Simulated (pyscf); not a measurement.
**Elimination: H₃Si–N(SiH₃)–SiH₃ → SiH₄ + H₂Si=N–SiH₃**

Gas phase, singlet surface, charge 0. Bonds broken: Si1–N2, Si3–H8. Bonds formed: Si1–H8. Single points on ωB97X-D3(BJ)/def2-SVP structures (PySCF, gas phase).

Transition state (Å):

```xyz
13

Si     1.0668    -1.0594    -0.2589
N     -0.8632     0.1995     0.6167
Si    -1.5877    -0.6391    -0.5428
Si    -0.6589     1.2582     1.9252
H      1.0159    -1.5972     1.1159
H      1.5003     0.3175    -0.5715
H      2.0056    -1.9640    -1.0156
H     -0.1741    -1.5112    -1.1280
H     -1.9187    -0.0965    -1.8904
H     -2.3730    -1.8852    -0.3167
H     -1.4803     0.8900     3.1239
H      0.7790     1.2335     2.3550
H     -0.9926     2.6819     1.5964
```

One imaginary mode, 242i cm⁻¹; descent along it reached the two sides named, in the forms told below.

```
bond    change  reactant side (Å)  saddle  product side
------  ------  -----------------  ------  ------------
Si1–N2  breaks              1.749   2.465           3.2
Si3–H8  breaks              1.490   1.761         2.307
Si1–H8   forms                3.2   1.581         1.508
```

Electronic energies relative to the reactant's lowest minimum found (kcal/mol):

```csv
level,barrier,reaction energy,reverse barrier
ωB97X-D3(BJ)/def2-TZVP,63.7,+66.2,-2.5
PBE/def2-TZVP,56.3,+53.6,2.6
r²SCAN/def2-TZVP,59.7,+59.0,0.7
B3LYP-D3(BJ)/def2-TZVP,60.9,+58.3,2.6
PBE0-D3(BJ)/def2-TZVP,60.2,+61.9,-1.7
M06-2X/def2-TZVP,63.1,+63.3,-0.2
ωB97M-D3(BJ)/def2-TZVP,61.2,+60.2,1.1
HF/def2-TZVP,70.3,+59.7,10.6
```

With ωB97M-D3(BJ)/def2-TZVP energies and thermal terms (ideal gas, 1 atm, RRHO with modes under 100 cm⁻¹ raised to 100, one conformer, R ln 2 for chiral ones without a mode under 150 cm⁻¹), in kcal/mol:

```
T (K)   ΔH‡   ΔG‡     ΔH     ΔG
-----  ----  ----  -----  -----
298    60.1  60.0  +57.7  +46.8
600    59.7  60.1  +57.1  +36.0
900    59.1  60.4  +56.2  +25.7
1200   58.6  60.9  +55.1  +15.7
```

On the product side the descent ends in a complex, 5.0 kcal/mol under the separated species and 2.5 kcal/mol under the saddle at ωB97X-D3(BJ)/def2-TZVP. At ωB97X-D3(BJ)/def2-TZVP, PBE0-D3(BJ), M06-2X the saddle lies under the separated products, which points to a path from their complex (located at ωB97X-D3(BJ) alone), and parting the products costs more than the saddle. At the saddle there is also a short Si–Si contact that neither side keeps. H₂Si=N–SiH₃ lies 10.1 kcal/mol over its isomer :HSi–NH–SiH₃ [singlet] (electronic energy, ωB97M-D3(BJ)/def2-TZVP). One saddle was located; it need not be the lowest between these sides.
